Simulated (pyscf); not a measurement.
H₃C–InH–CH₃ + H atom (H•) → •H₂C–InH–CH₃ + hydrogen (H₂) (hydrogen abstraction; doublet surface; C–H broken, H–H formed). PySCF, gas phase, ωB97X-D3(BJ)/def2-SVP geometries. Energies in eV from the separated reactants.

```csv
level,barrier,reaction energy
ωB97X-D3(BJ)/def2-TZVP,0.44,-0.08
PBE/def2-TZVP,0.23,-0.03
r²SCAN/def2-TZVP,?,-0.23
PBE0-D3(BJ)/def2-TZVP,0.32,-0.03
ωB97M-D3(BJ)/def2-TZVP,0.44,-0.08
HF/def2-TZVP,?,?
```

Question: Fill in the missing entries.

Answer: 
- r²SCAN/def2-TZVP, barrier: 0.16
- HF/def2-TZVP, barrier: 0.87
- HF/def2-TZVP, reaction energy: -0.19

The functionals in the table span 0.27 eV in this barrier, from r²SCAN to ωB97M-D3(BJ)/def2-TZVP. •H₂C–InH–CH₃ lies 1.38 eV over its isomer [H₃C–In–CH₃]• (electronic energy, ωB97M-D3(BJ)/def2-TZVP). This is the saddle that the search found; another between the same sides may lie lower. The angle at the transferred H is 172°. Elements past Kr carry the def2 core potentials, without spin-orbit coupling.
